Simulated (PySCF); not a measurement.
difluoromethane (CH2F2), SMILES C(F)F. Heavy atoms are numbered as in [F:1][CH2:2][F:3]. Hydrogens are named by the atom that carries them.

Coordinates come from a TPSSh-D3(BJ)/def2-TZVP optimisation.

All values below come from PySCF with CAM-B3LYP/def2-TZVPD.

ESP charges are fitted to the potential on shells at 1.4 to 2.0 van der Waals radii. Atomic charges (e), one atom of each kind:

```csv
atom,ESP fit,IAO
F1,-0.21,-0.32
C2 (CH2),0.25,0.33
H on C2,0.08,0.15
```
